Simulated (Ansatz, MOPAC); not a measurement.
Reaction (SMILES): CN(C)C + 3 [H][H] (H2) → 3 C (CH4) + N (NH3)

Wanted: energy of full hydrogenation (enthalpy at 298 K), in kcal/mol. Conventions: non-relativistic; PM7 with its own dispersion and hydrogen-bond terms; spin-orbit terms left out; no dispersion term unless named. Ab initio and DFT rows: single points at B3LYP-D3(BJ) geometries (Ansatz, an electronic-structure program), with unscaled harmonic terms from B3LYP/6-31G* at its own minima. Semi-empirical rows: MOPAC heats of formation at their own minima for 298 K.

| species | coefficient | E at B3LYP/STO-3G (Ansatz), Eh | E at PBE/def2-TZVPD (Ansatz), Eh | H(298 K) - E, kcal/mol | heat of formation at PM7 (MOPAC), kcal/mol |
|---|---|---|---|---|---|
| CN(C)C | -1 | -172.32960 | -174.29196 | 79.98 | -6.19 |
| [H][H] (H2) | -3 | -1.16533 | -1.16589 | 8.44 | -32.01 |
| C (CH4) | +3 | -40.03875 | -40.46301 | 30.76 | -14.40 |
| N (NH3) | +1 | -55.78545 | -56.51037 | 24.05 | -4.26 |

Measured values: Active Thermochemical Tables 1.112 (ions: stationary electron), as tabulated in the package chemicals; they hold spin-orbit and core effects, anharmonicity.  Value to compare with, the measured value: -58.6 kcal/mol. 1 Eh = 627.5095 kcal/mol.

Task: Work the quantity out at each level, and compare with the measured value.

Result: 
- B3LYP/STO-3G: the sum of coefficient times E is -0.07611 Eh, or -47.76 kcal/mol; the thermal terms add 11.03. Result: -36.7 kcal/mol. Its error against the measured value is 21.9 kcal/mol.
- PBE/def2-TZVPD: the sum of coefficient times E is -0.10977 Eh, or -68.88 kcal/mol; the thermal terms add 11.03. Result: -57.9 kcal/mol. Its error against the measured value is 0.7 kcal/mol.
- PM7: the sum of coefficient times heat of formation is 54.76 kcal/mol; it needs no thermal term. Its error against the measured value is 113.4 kcal/mol.
